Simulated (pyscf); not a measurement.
7 gas-phase steps of one pattern: 1,1-elimination on the singlet surface, Al/Ga/In–H, Al/Ga/In–H broken and H–H formed. Single points on ωB97X-D3(BJ)/def2-SVP structures (PySCF, gas phase). Electronic energies in kcal/mol, from the reactant's lowest minimum found; ΔE‡ at ωB97M-D3(BJ)/def2-TZVP, beside the barrier at B3LYP-D3(BJ)/def2-TZVP on the same structures. Rows were drawn at random from the steps of this pattern with a verified saddle, stable references and no exit in the data more than 5 kcal/mol lower.

```json
[
 {"row": "1", "step": "HO–InH₂ (SMILES [OH][InH2]) → HO–In (SMILES [OH][In]) [singlet] + H₂ (SMILES [H][H])", "ΔE‡(B3LYP-D3(BJ))": "60.5", "ΔE‡": "66.8"},
 {"row": "2", "step": "H₃C–InH₂ (SMILES [CH3][InH2]) → H₃C–In (SMILES [CH3][In]) [singlet] + H₂ (SMILES [H][H])", "ΔE‡(B3LYP-D3(BJ))": "50.9", "ΔE‡": "57.2"},
 {"row": "3", "step": "HO–GaH₂ (SMILES [OH][GaH2]) → HO–Ga (SMILES [OH][Ga]) [singlet] + H₂ (SMILES [H][H])", "ΔE‡(B3LYP-D3(BJ))": "69.3", "ΔE‡": "73.9"},
 {"row": "4", "step": "InH₃ (SMILES [InH3]) -> InH (SMILES [InH]) [singlet] + H₂ (SMILES [H][H])", "ΔE‡(B3LYP-D3(BJ))": "51.2", "ΔE‡": "57.0"},
 {"row": "5", "step": "HS–GaH₂ (SMILES [SH][GaH2]) → HS–Ga (SMILES [SH][Ga]) [singlet] + H₂ (SMILES [H][H])", "ΔE‡(B3LYP-D3(BJ))": "64.1", "ΔE‡": "?"},
 {"row": "6", "step": "GaH₃ (SMILES [GaH3]) → GaH (SMILES [GaH]) [singlet] + H₂ (SMILES [H][H])", "ΔE‡(B3LYP-D3(BJ))": "56.7", "ΔE‡": "60.9"},
 {"row": "7", "step": "H₃C–AlH₂ (SMILES [CH3][AlH2]) → H₃C–Al (SMILES [CH3][Al]) [singlet] + H₂ (SMILES [H][H])", "ΔE‡(B3LYP-D3(BJ))": "67.0", "ΔE‡": "70.5"}
]
```

Q: Fit ΔE‡ = a + b·ΔE‡(B3LYP-D3(BJ)) to the other rows and predict row 5.

A: Over the 6 complete rows the means are +59.3 (ΔE‡(B3LYP-D3(BJ))) and 64.4 (ΔE‡); least squares gives b = 0.90 and a = 11.0 kcal/mol, with residuals of 0.8 kcal/mol (root mean square; largest 1.3, row 1). For row 5: 11.0 + 0.90 × (+64.1) = 68.7 kcal/mol. The computed barrier is 68.6 kcal/mol, 0.1 under the line. The line follows these rows closely. Each barrier is that of the saddle found. Elements up to Kr have no core potential and no relativistic terms here. Elements past Kr carry the def2 core potentials, without spin-orbit coupling.
